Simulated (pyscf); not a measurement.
`[F][CH2][C]([F])[F]` [doublet] -> `[CH]=[C]([F])[F]` [doublet] + `[FH]`, a 1,1-elimination (doublet surface; C–H, C–F broken, F–H formed). Optimised with ωB97X-D3(BJ)/def2-SVP in PySCF. Energies in kJ/mol from the reactant's lowest minimum found.

Small-basis levels: PySCF, no dispersion term, spherical d functions. Open shells are spin-unrestricted. 

Q: In single points B3LYP/6-31G* puts the saddle at 183.1 kJ/mol and the reaction energy at +183.9 kJ/mol. Should these be trusted to within a few kcal/mol? Compare with ωB97M-D3(BJ)/def2-TZVP.

A: ωB97M-D3(BJ)/def2-TZVP gives ΔE‡ = 185.9 kJ/mol and ΔE = +136.4 kJ/mol. B3LYP/6-31G* lies 2.8 kJ/mol under it in the barrier and 47.6 kJ/mol over it in the reaction energy, so on this step it does not hold to within 12.6 kJ/mol. At B3LYP/6-31G* this geometry lies under one side, so its ΔE‡ may be no barrier of that level. ωB97M-D3(BJ)/def2-TZVP has limits of its own. F–CH₂–C•(F)–F lies 62.0 kJ/mol over its isomer •H₂C–C(F)(F)–F (electronic energy, ωB97M-D3(BJ)). One saddle was located; it need not be the lowest between these sides.
